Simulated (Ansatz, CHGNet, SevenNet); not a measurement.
Zone-centre TO phonon frequency (cm⁻¹) of solids drawn from the class of tetrahedrally bonded semiconductors and semimetals, from the machine-learned potential CHGNet 0.3.0 (trained on PBE and PBE+U data); the machine-learned potential CHGNet-r²SCAN (trained on r²SCAN data); the machine-learned potential SevenNet-0 (trained on PBE and PBE+U data); the machine-learned potential SevenNet-l3i5 (trained on PBE and PBE+U data); PBE (Ansatz, a quantum-chemistry and plane-wave program, PAW); r²SCAN (Ansatz, PAW).

```json
[
 {"solid": "zinc-blende GaAs", "CHGNet 0.3.0": "53", "CHGNet-r²SCAN": "75", "SevenNet-0": "217", "SevenNet-l3i5": "213", "PBE": "252", "r²SCAN": "…"},
 {"solid": "zinc-blende InP", "CHGNet 0.3.0": "228", "CHGNet-r²SCAN": "142", "SevenNet-0": "274", "SevenNet-l3i5": "331", "PBE": "284", "r²SCAN": "…"},
 {"solid": "zinc-blende AlN (metastable phase)", "CHGNet 0.3.0": "560", "CHGNet-r²SCAN": "470", "SevenNet-0": "581", "SevenNet-l3i5": "628", "PBE": "635", "r²SCAN": "663"},
 {"solid": "3C-SiC", "CHGNet 0.3.0": "461", "CHGNet-r²SCAN": "266", "SevenNet-0": "720", "SevenNet-l3i5": "694", "PBE": "775", "r²SCAN": "798"},
 {"solid": "zinc-blende CuI", "CHGNet 0.3.0": "142", "CHGNet-r²SCAN": "79", "SevenNet-0": "128", "SevenNet-l3i5": "126", "PBE": "123", "r²SCAN": "130"},
 {"solid": "zinc-blende BAs", "CHGNet 0.3.0": "485", "CHGNet-r²SCAN": "140", "SevenNet-0": "553", "SevenNet-l3i5": "534", "PBE": "677", "r²SCAN": "697"}
]
```

Problem. Some entries are withheld; supply them.

Solution. 
- zinc-blende GaAs, r²SCAN: 265
- zinc-blende InP, r²SCAN: 296

The levels part most in proportion for zinc-blende GaAs (53 to 265 cm⁻¹) and least for zinc-blende AlN (metastable phase) (470 to 663 cm⁻¹).

Ansatz's runs of these crystals have no spin polarisation.

Each level is taken at its own relaxed cell. Ansatz's density-functional and Hartree–Fock values are scalar-relativistic unless marked +SOC, with PAW data made under PBE.

Machine-learned potentials (CHGNet 0.3.0, CHGNet-r²SCAN, SevenNet-0, SevenNet-l3i5) are trained on DFT data: a solid inside that data is no test of them.
